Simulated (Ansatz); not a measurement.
A nudged elastic band was laid between two geometries of ClH + FH3Si (7 atoms, charge 0, multiplicity 1).

Level of theory: RKS PBE-D4/def2-SVP in Ansatz.

```
movable images  : 5
climbing image  : yes
spring          : 5.0 eV/Å²
optimiser       : quadratic models (default)
start path      : through a guess of the saddle point
force threshold : 0.05 eV/Å
iteration limit : 60
end points      : relaxed
```

First end point:

```xyz
7
Properties=species:S:1:pos:R:3
Si 0.254 0.000 -0.121
F 0.106 0.000 1.532
H 1.723 0.000 -0.419
H -0.393 1.241 -0.653
H -0.393 -1.241 -0.653
Cl -3.001 0.000 1.490
H -1.767 0.000 1.920
```

Last end point:

```xyz
7
Properties=species:S:1:pos:R:3
Si -0.411 0.000 -0.531
F 0.032 0.001 2.881
H 0.759 0.000 0.397
H -0.448 1.231 -1.384
H -0.448 -1.231 -1.385
Cl -2.149 0.000 0.664
H -0.806 0.000 2.454
```

Question: Which bonds break or form, and what moves?

Answer: Bonds broken: Si1–F2, Cl6–H7. Bonds formed: Si1–Cl6, F2–H7. ClH + FH3Si becomes ClH3Si + FH.

Question: What energy profile does the band end with?

Answer: The run converged. The highest image is number 3 of 0 to 6, 1.18 eV above the first end and 0.81 eV above the last; the last end lies 0.37 eV above the first. A vibrational analysis at the climbing image gives 2 clearly imaginary modes (296i, 170i cm⁻¹): a point of higher order, so a lower path passes nearby. The orbitals stay closed-shell, which can raise the energy where a bond breaks towards radicals; this wasn't checked here.

| image | path coordinate (Å) | energy (eV) | Si1–F2 (Å) | Cl6–H7 (Å) | Si1–Cl6 (Å) |
| --- | --- | --- | --- | --- | --- |
| 0 | 0.00 | 0.00 | 1.66 | 1.31 | 3.63 |
| 1 | 0.52 | 0.12 | 1.68 | 1.32 | 3.13 |
| 2 | 1.05 | 0.70 | 1.78 | 1.41 | 2.69 |
| 3 | 1.57 | 1.18 | 2.06 | 1.71 | 2.38 |
| 4 | 2.10 | 0.91 | 2.51 | 1.91 | 2.20 |
| 5 | 2.63 | 0.52 | 2.97 | 2.04 | 2.13 |
| 6 | 3.16 | 0.37 | 3.44 | 2.24 | 2.11 |

Question: What is the geometry of the highest image?

Answer: 
```xyz
7
Properties=species:S:1:pos:R:3
Si -0.233 0.000 -0.112
F 0.011 0.000 1.932
H 1.269 0.000 0.005
H -0.561 1.272 -0.832
H -0.561 -1.271 -0.833
Cl -2.368 -0.001 0.934
H -1.028 0.000 2.003
```

Run time: 40 s on 2 threads of Arm Neoverse V1, on a shared host, peak memory 0.13 GiB.
